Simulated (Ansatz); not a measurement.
# H3O2Si: composite energy at a relaxed geometry from a Python script

Aim: a composite energy at a relaxed geometry, for H3O2Si, run from a script. SMILES: O[SiH]O.

Computed with Ansatz 0.2.0, driven from Python. The levels of theory stand in the script.

## Step 1: The structure

Bond lengths: O1–Si2 1.646 Å, Si2–O3 1.618 Å, O1–H4 0.950 Å, Si2–H5 1.459 Å, O3–H6 0.959 Å. Angles: O1–Si2–O3 105.2°, O1–Si2–H5 109.3°, O3–Si2–H5 111.5°, Si2–O1–H4 121.0°, Si2–O3–H6 119.4°.

The script reads h3o2si.xyz:

```xyz
6

O    -1.02349   -0.62929   -0.23192
Si    0.43910    0.06916   -0.51885
O     1.24893   -0.05441    0.87677
H    -1.66627   -0.72172   -0.92596
H     0.24043    1.46326   -0.89963
H     0.76129   -0.12700    1.69959
```

## Step 2: The code

h3o2si.py

```python
"""Relax H3O2Si cheaply, then refine its energy."""

from dataclasses import dataclass
import itertools

import ansatz as az
from ase.data import atomic_numbers, covalent_radii
import numpy as np


@dataclass
class Options:
    basis_set: str = "def2-SVP"
    xc: str = "B3LYP"


cfg = Options()

molecule = az.Crystal.molecule_from_extxyz("h3o2si.xyz")

calculation = (
    molecule.calculation()
    .basis(gaussian=cfg.basis_set)
    .functional(cfg.xc)
    .spin("collinear", total=1)
)
symbols = [site.symbol for site in molecule.cartesian_sites]
start = np.array([site.position_ang for site in molecule.cartesian_sites], dtype=float)
rep = calculation.relax(force_tolerance=0.01).run().report
end = np.array(rep["positions_ang"])
# pairs closer than 1.2 times the sum of covalent radii, before or after
radius = [covalent_radii[atomic_numbers[s]] for s in symbols]
span = lambda where, i, j: np.linalg.norm(where[i] - where[j])
bonded = [(i, j) for i, j in itertools.combinations(range(len(symbols)), 2) if min(span(start, i, j), span(end, i, j)) < 1.2 * (radius[i] + radius[j])]
print("pair        before    after (A)")
for i, j in bonded:
    print(f"{symbols[i]}{i}-{symbols[j]}{j}".ljust(10), f"{span(start, i, j):8.4f} {span(end, i, j):8.4f}")

minimum = az.Crystal.molecule()
for symbol, place in zip(symbols, end):
    minimum = minimum.atom(symbol, place.tolist())
at_minimum = minimum.calculation().spin("collinear", total=1)
# MP2 extrapolated to the basis limit, plus the small-basis difference CCSD(T) - MP2
level = lambda method, basis: at_minimum.basis(gaussian=basis).correlation(method).run().report
small, large, cluster = level("mp2", "cc-pVDZ"), level("mp2", "cc-pVTZ"), level("ccsd_t", "cc-pVDZ")
corr = lambda each: (each["free_energy_ev"] - each["reference_energy_ev"]) / 27.211386246
mp2_limit = (27 * corr(large) - 8 * corr(small)) / 19
pieces = {"HF / cc-pVTZ": large["reference_energy_ev"] / 27.211386246, "MP2 correlation, DZ-TZ limit": mp2_limit, "CCSD(T) - MP2 / cc-pVDZ": corr(cluster) - corr(small)}
for name, value in pieces.items():
    print(f"{name:32s} {value:14.6f} Ha")
print(f"{'sum':32s} {sum(pieces.values()):14.6f} Ha")
print("T1 diagnostic", round(cluster["correlation"]["coupled_cluster"]["t1_diagnostic"], 4))
```

## Step 3: The calls as engine input

The package turns the script's settings into the engine's input (first run):

```yaml
crystal:
  periodic: [false, false, false]
  atoms:
    - { symbol: O, position_ang: [-1.02349, -0.62929, -0.23192] }
    - { symbol: Si, position_ang: [0.4391, 0.06916, -0.51885] }
    - { symbol: O, position_ang: [1.24893, -0.05441, 0.87677] }
    - { symbol: H, position_ang: [-1.66627, -0.72172, -0.92596] }
    - { symbol: H, position_ang: [0.24043, 1.46326, -0.89963] }
    - { symbol: H, position_ang: [0.76129, -0.127, 1.69959] }
basis:
  gaussian:
    orbitals: def2-SVP
hamiltonian:
  xc: b3lyp
magnetization:
  spin_polarized: true
  initial_magnetization: 1.0
relax:
  f_tol: 0.01
```

## Step 4: Running it

Command:

```sh
$ python h3o2si.py
```

Without the output at hand: what should come out? Wanted: T1 diagnostic; composite energy.

The runs gave:

```
        quantity           value
   T1 diagnostic          0.0156
composite energy  -441.206316 Ha
   runs compared               3
```

What this shows: In CPU time, run 3 cost about 7.7 times as much as run 1. A T1 diagnostic under about 0.02 supports a single-reference treatment, as here. Run 0: After 13 moves the largest shift is 0.441 Å, of atom 6 (H). Reading the output:
- The sum leaves out core correlation, relativity, the Hartree-Fock basis error and zero-point energy; a DZ-TZ extrapolation is rough.
- The species is open-shell (spin multiplicity 2).
- b3lyp holds the VWN-RPA fit, as in Gaussian; the form of ORCA and Turbomole is b3lyp5.
- Inner cores stay frozen, so this is valence correlation.
- For Al to Cl the sets with a tight d function, cc-pV(X+d)Z, are usual.
- An extrapolation from small basis sets is rough.
